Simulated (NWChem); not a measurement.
Program: NWChem. System: H₂Si, charge 0, spin multiplicity 1, at a geometry optimised with PBE/def2-SVP. The structure started from a generated list of species. Level: PBE0/def2-TZVP.

Input file:

```
start mol
memory heap 200 mb stack 900 mb global 1100 mb
geometry units angstroms nocenter noautoz
  Si     0.000000     0.000000     0.136322
  H      1.100063     0.000000    -0.954257
  H     -1.100063     0.000000    -0.954257
  symmetry group C2v
end
basis spherical
  * library def2-tzvp
end
dft
  xc pbe0
  semidirect memsize 60000000 filesize 0
  iterations 100
end
task dft energy
```

NWChem printed:

```
             Northwest Computational Chemistry Package (NWChem) 7.3.0
             --------------------------------------------------------

                                NWChem Input Module
                                -------------------

 Scaling coordinates for geometry "geometry" by  1.889725989
 (inverse scale =  0.529177249)

 Turning off AUTOSYM since
 SYMMETRY directive was detected!

                             Geometry "geometry" -> ""
                             -------------------------

 Output coordinates in angstroms (scale by  1.889725989 to convert to a.u.)

  No.       Tag          Charge          X              Y              Z
 ---- ---------------- ---------- -------------- -------------- --------------
    1 Si                  14.0000     0.00000000     0.00000000     0.13632200
    2 H                    1.0000     1.10006300     0.00000000    -0.95425700
    3 H                    1.0000    -1.10006300     0.00000000    -0.95425700

 Effective nuclear repulsion energy (a.u.)       9.8058239372

            Nuclear Dipole moment (a.u.)
            ----------------------------
        X                 Y               Z
 ---------------- ---------------- ----------------
     0.0000000000     0.0000000000    -0.0000113384

      Symmetry information
      --------------------

 Group name             C2v
 Group number             16
 Group order               4
 No. of unique centers     2

      Symmetry unique atoms

     1    2


 Summary of "ao basis" -> "" (spherical)
 ------------------------------------------------------------------------------
       Tag                 Description            Shells   Functions and Types
 ---------------- ------------------------------  ------  ---------------------
 *                         def2-tzvp                  on all atoms

                                 NWChem DFT Module
                                 -----------------

 Summary of "ao basis" -> "ao basis" (spherical)
 ------------------------------------------------------------------------------
       Tag                 Description            Shells   Functions and Types
 ---------------- ------------------------------  ------  ---------------------
 Si                        def2-tzvp                13       37   5s5p2d1f
 H                         def2-tzvp                 4        6   3s1p

 Summary of "ao basis" -> "ao basis" (spherical)
 ------------------------------------------------------------------------------
       Tag                 Description            Shells   Functions and Types
 ---------------- ------------------------------  ------  ---------------------
 Si                        def2-tzvp                13       37   5s5p2d1f
 H                         def2-tzvp                 4        6   3s1p

      Symmetry analysis of basis
      --------------------------

        a1         21
        a2          4
        b1         14
        b2         10

            General Information
            -------------------
          SCF calculation type: DFT
          Wavefunction type:  closed shell.
          No. of atoms     :     3
          No. of electrons :    16
           Alpha electrons :     8
            Beta electrons :     8
          Charge           :     0
          Spin multiplicity:     1
          Use of symmetry is: on ; symmetry adaption is: on
          Maximum number of iterations: 100
          AO basis - number of functions:    49
                     number of shells:    21
          Convergence on energy requested:  1.00D-06
          Convergence on density requested:  1.00D-05
          Convergence on gradient requested:  5.00D-04

              XC Information
              --------------
                         PBE0 Method XC Functional
                     Hartree-Fock (Exact) Exchange  0.250
          PerdewBurkeErnzerhof Exchange Functional  0.750
            Perdew 1991 LDA Correlation Functional  1.000 local
           PerdewBurkeErnz. Correlation Functional  1.000 non-local

             Grid Information
             ----------------
          Grid used for XC integration:  medium
          Radial quadrature: Mura-Knowles
          Angular quadrature: Lebedev.
          Tag              B.-S. Rad. Rad. Pts. Rad. Cut. Ang. Pts.
          ---              ---------- --------- --------- ---------
          Si                  1.10       88           8.0       590
          H                   0.35       45           8.0       434
          Grid pruning is: on
          Number of quadrature shells:   133
          Spatial weights used:  Erf1

          Convergence Information
          -----------------------
          Convergence aids based upon iterative change in
          total energy or number of iterations.
          Levelshifting, if invoked, occurs when the
          HOMO/LUMO gap drops below (HL_TOL):  1.00D-02
          DIIS, if invoked, will attempt to extrapolate
          using up to (NFOCK): 10 stored Fock matrices.

                    Damping( 0%)  Levelshifting(0.5)       DIIS
                  --------------- ------------------- ---------------
          dE  on:    start            ASAP                start
          dE off:    2 iters        100 iters           100 iters

      Screening Tolerance Information
      -------------------------------
          Density screening/tol_rho:  1.00D-10
          AO Gaussian exp screening on grid/accAOfunc:  14
          CD Gaussian exp screening on grid/accCDfunc:  20
          XC Gaussian exp screening on grid/accXCfunc:  20
          Schwarz screening/accCoul:  1.00D-08

      Superposition of Atomic Density Guess
      -------------------------------------

 Sum of atomic energies:        -289.83502890

      Non-variational initial energy
      ------------------------------

 Total energy =    -289.769418
 1-e energy   =    -420.863422
 2-e energy   =     121.288181
 HOMO         =      -0.235818
 LUMO         =      -0.093084

      Symmetry analysis of molecular orbitals - initial
      -------------------------------------------------

  Numbering of irreducible representations:

     1 a1          2 a2          3 b1          4 b2

  Orbital symmetries:

     1 a1          2 a1          3 b1          4 a1          5 b2
     6 a1          7 b1          8 a1          9 b2         10 b1
    11 a1         12 a1         13 b1         14 b2         15 a1
    16 a1         17 a2         18 b2

------------------------------------------------------------
EAF file 0: "./mol.aoints.0" size=524288 bytes
------------------------------------------------------------
               write      read    awrite     aread      wait
               -----      ----    ------     -----      ----
     calls:        1         0         0         0         0
   data(b): 5.24e+05  0.00e+00  0.00e+00  0.00e+00
   time(s): 0.00e+00  0.00e+00  0.00e+00  0.00e+00  0.00e+00
rate(mb/s): 0.00e+00  0.00e+00
------------------------------------------------------------

   convergence    iter        energy       DeltaE   RMS-Dens  Diis-err    time
 ---------------- ----- ----------------- --------- --------- ---------  ------
 d= 0,ls=0.0,diis     1   -290.4729821063 -3.00D+02  7.82D-03  2.02D-01     0.5
 d= 0,ls=0.0,diis     2   -290.4837995681 -1.08D-02  4.24D-03  1.00D-02     0.5
 d= 0,ls=0.0,diis     3   -290.4853207844 -1.52D-03  1.20D-03  3.57D-03     0.6
 d= 0,ls=0.0,diis     4   -290.4858021450 -4.81D-04  9.31D-05  2.00D-05     0.6
 d= 0,ls=0.0,diis     5   -290.4858048950 -2.75D-06  1.21D-05  1.15D-07     0.7
 d= 0,ls=0.0,diis     6   -290.4858049179 -2.29D-08  1.97D-06  1.22D-08     0.7

         Total DFT energy =     -290.485804917860
      One electron energy =     -421.536822184697
           Coulomb energy =      142.677347044677
    Exchange-Corr. energy =      -21.432153714998
 Nuclear repulsion energy =        9.805823937158

 Numeric. integr. density =       16.000004603682

     Total iterative time =      0.5s

                  Occupations of the irreducible representations
                  ----------------------------------------------

                     irrep           alpha         beta
                     --------     --------     --------
                     a1                5.0          5.0
                     a2                0.0          0.0
                     b1                2.0          2.0
                     b2                1.0          1.0

                       DFT Final Molecular Orbital Analysis
                       ------------------------------------

 Vector    6  Occ=2.000000D+00  E=-5.182356D-01  Symmetry=a1
              MO Center= -2.3D-15,  5.7D-16, -3.8D-01, r^2= 1.6D+00
   Bfn.  Coefficient  Atom+Function         Bfn.  Coefficient  Atom+Function
  ----- ------------  ---------------      ----- ------------  ---------------
     4      0.577878  1 Si s                  3     -0.344006  1 Si s
     5      0.287037  1 Si s                 39      0.139909  2 H  s
    45      0.139909  3 H  s                 17     -0.092071  1 Si pz
    38      0.092477  2 H  s                 44      0.092477  3 H  s
     2      0.078645  1 Si s                  1      0.061438  1 Si s

 Vector    7  Occ=2.000000D+00  E=-3.347646D-01  Symmetry=b1
              MO Center= -1.1D-15,  3.0D-16, -5.9D-01, r^2= 2.1D+00
   Bfn.  Coefficient  Atom+Function         Bfn.  Coefficient  Atom+Function
  ----- ------------  ---------------      ----- ------------  ---------------
    15      0.330285  1 Si px                39      0.217653  2 H  s
    45     -0.217653  3 H  s                 40      0.155795  2 H  s
    46     -0.155795  3 H  s                 38      0.135649  2 H  s
    44     -0.135649  3 H  s                  6     -0.123600  1 Si px
    18      0.117631  1 Si px                12      0.115988  1 Si px

 Vector    8  Occ=2.000000D+00  E=-2.542017D-01  Symmetry=a1
              MO Center= -8.1D-16, -6.0D-16,  3.0D-01, r^2= 2.3D+00
   Bfn.  Coefficient  Atom+Function         Bfn.  Coefficient  Atom+Function
  ----- ------------  ---------------      ----- ------------  ---------------
     5      0.404275  1 Si s                 17      0.374104  1 Si pz
     4      0.349653  1 Si s                 20      0.223874  1 Si pz
     3     -0.202261  1 Si s                 39     -0.145962  2 H  s
    45     -0.145962  3 H  s                  8     -0.134598  1 Si pz
    14      0.129223  1 Si pz                40     -0.127912  2 H  s

 Vector    9  Occ=0.000000D+00  E=-1.145275D-01  Symmetry=b2
              MO Center= -8.8D-16, -1.4D-15,  9.6D-02, r^2= 2.7D+00
   Bfn.  Coefficient  Atom+Function         Bfn.  Coefficient  Atom+Function
  ----- ------------  ---------------      ----- ------------  ---------------
    19      0.505695  1 Si py                16      0.481578  1 Si py
     7     -0.161979  1 Si py                13      0.157121  1 Si py
    10     -0.078936  1 Si py

 Vector   10  Occ=0.000000D+00  E= 2.735888D-02  Symmetry=b1
              MO Center=  6.7D-15,  3.7D-16,  3.2D-01, r^2= 4.1D+00
   Bfn.  Coefficient  Atom+Function         Bfn.  Coefficient  Atom+Function
  ----- ------------  ---------------      ----- ------------  ---------------
    18      1.141213  1 Si px                40     -0.892030  2 H  s
    46      0.892030  3 H  s                 15      0.292355  1 Si px
    24     -0.119632  1 Si d  1              39     -0.117758  2 H  s
    45      0.117758  3 H  s                 12      0.104087  1 Si px
    29     -0.101786  1 Si d  1               6     -0.095033  1 Si px

 Vector   11  Occ=0.000000D+00  E= 6.484932D-02  Symmetry=a1
              MO Center=  2.3D-14,  1.6D-16, -2.7D-02, r^2= 5.3D+00
   Bfn.  Coefficient  Atom+Function         Bfn.  Coefficient  Atom+Function
  ----- ------------  ---------------      ----- ------------  ---------------
     5      1.618264  1 Si s                 40     -1.485943  2 H  s
    46     -1.485943  3 H  s                 20     -1.366753  1 Si pz
     4      0.388471  1 Si s                 17     -0.227441  1 Si pz
     3     -0.205848  1 Si s                 25     -0.081230  1 Si d  2
    14     -0.076822  1 Si pz                30     -0.075838  1 Si d  2

 center of mass
 --------------
 x =   0.00000000 y =   0.00000000 z =   0.11910884

 moments of inertia (a.u.)
 ------------------
           7.985705428413           0.000000000000           0.000000000000
           0.000000000000          16.696302196145           0.000000000000
           0.000000000000           0.000000000000           8.710596767732

     Multipole analysis of the density
     ---------------------------------

     L   x y z        total         alpha         beta         nuclear
     -   - - -        -----         -----         ----         -------
     0   0 0 0     -0.000000     -8.000000     -8.000000     16.000000

     1   1 0 0     -0.000000     -0.000000     -0.000000      0.000000
     1   0 1 0      0.000000      0.000000      0.000000      0.000000
     1   0 0 1     -0.033150     -0.016570     -0.016570     -0.000011

     2   2 0 0    -12.040997    -10.341981    -10.341981      8.642966
     2   1 1 0      0.000000      0.000000      0.000000      0.000000
     2   1 0 1      0.000000      0.000000      0.000000      0.000000
     2   0 2 0     -9.201342     -4.600671     -4.600671      0.000000
     2   0 1 1     -0.000000     -0.000000     -0.000000      0.000000
     2   0 0 2    -13.427879    -10.430318    -10.430318      7.432758

 Task  times  cpu:        0.7s     wall:        0.7s

 Total times  cpu:        0.7s     wall:        0.7s
```
